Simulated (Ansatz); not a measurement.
# AlN+ (quartet): from Hartree-Fock to the top rungs, cc-pVTZ

Aim: climb from Hartree-Fock through coupled cluster and multireference methods for AlN+ (quartet) at one geometry and basis, and see what each rung misses.

Program: Ansatz 0.2.0, Gaussian basis. Level of theory: cc-pVTZ, core rule «outside noble gas», up to 6 orbitals frozen. These are calculated values, not measurements.

The runs, in order: UHF; CCSD(T) on ROHF; CCSD(T) on UHF; BCCD(T) on ROHF; CISD; CCSDT(Q) on ROHF; CCSDT(Q) on UHF; CASSCF and MRCISD+Q, 7 electrons in 8 orbitals; CASSCF and NEVPT2, 7 electrons in 8 orbitals.

16 further runs of the same task are left out: 4 that didn't finish, 12 set aside as unsound or not needed.

## Step 1: What is computed

The geometry is a PBE0/def2-TZVP stationary point (not a proven minimum) of the parent state, kept for this charge and spin.

2 atoms, charge 1, spin multiplicity 4.

Atoms are counted from 1 here; the program's logs count them from 0.

Bond lengths: Al1–N2 1.789 Å.

Geometry (Å):

```xyz
2
AlN
Al    0.0000    0.0000    0.0000
N     0.0000    0.0000    1.7893
```

## Step 2: UHF

in.yaml reads:

```yaml
crystal:
  periodic: [false, false, false]
  atoms:
    - {symbol: Al, position_ang: [0.000000, 0.000000, 0.000000]}
    - {symbol: N, position_ang: [0.000000, 0.000000, 1.789283]}
basis:
  gaussian: {orbitals: cc-pVTZ}
total_charge: 1
magnetization: {spin_polarized: true, initial_magnetization: 3}
hamiltonian: {xc: hf}
output: {orbitals: {seedname: orbitals}}
```

Launch:

```
ansatz run in.yaml --threads 1 --pin off --events-out ev --progress --plain --max-ram 2393MiB
```

After this run come: CCSD(T) on ROHF; CCSD(T) on UHF; BCCD(T) on ROHF; CISD; CCSDT(Q) on ROHF; CCSDT(Q) on UHF; CASSCF and MRCISD+Q, 7 electrons in 8 orbitals; CASSCF and NEVPT2, 7 electrons in 8 orbitals.

Q: Predict the results of all the runs planned. Wanted: UCCSDT(Q) below the RHF energy; RMP2 from UCCSDT(Q); UMP2 from UCCSDT(Q); RCCSD from UCCSDT(Q); RCCSD(T) from UCCSDT(Q); UCCSD(T) from UCCSDT(Q); RCCSDT(Q) from UCCSDT(Q); NEVPT2 valence from UCCSDT(Q); MRCISD+Q valence from UCCSDT(Q).

As calculated:

```
                         quantity                                                   value
   UCCSDT(Q) below the RHF energy                                              -5.2381 eV
              RMP2 from UCCSDT(Q)                                              +852.3 meV
              UMP2 from UCCSDT(Q)                                              +885.3 meV
             RCCSD from UCCSDT(Q)                                              +248.8 meV
          RCCSD(T) from UCCSDT(Q)                                               +38.3 meV
          UCCSD(T) from UCCSDT(Q)                                               +38.0 meV
         RCCSDT(Q) from UCCSDT(Q)                                                +5.6 meV
    NEVPT2 valence from UCCSDT(Q)                                              +674.5 meV
  MRCISD+Q valence from UCCSDT(Q)                                               +59.7 meV
levels within 1 kcal/mol (43 meV)  RCCSD(T), UCCSD(T), BCCD(T), RCCSDT, UCCSDT, RCCSDT(Q)
                    T1 diagnostic                                                   0.050
   effectively unpaired electrons                                                    3.01
```

**Reading.** RCCSD(T) misses by +38.3 meV, 0.7 % of the correlation energy. The occupations are near whole numbers, but T1 = 0.050 shows that the orbitals relax strongly. Of the multireference levels listed MRCISD+Q valence comes nearest in total energy (+59.7 meV), which doesn't show that its space is the better one. These misses are within one basis, not against nature; the frozen cores of restricted and unrestricted runs differ, which can shift their rows.
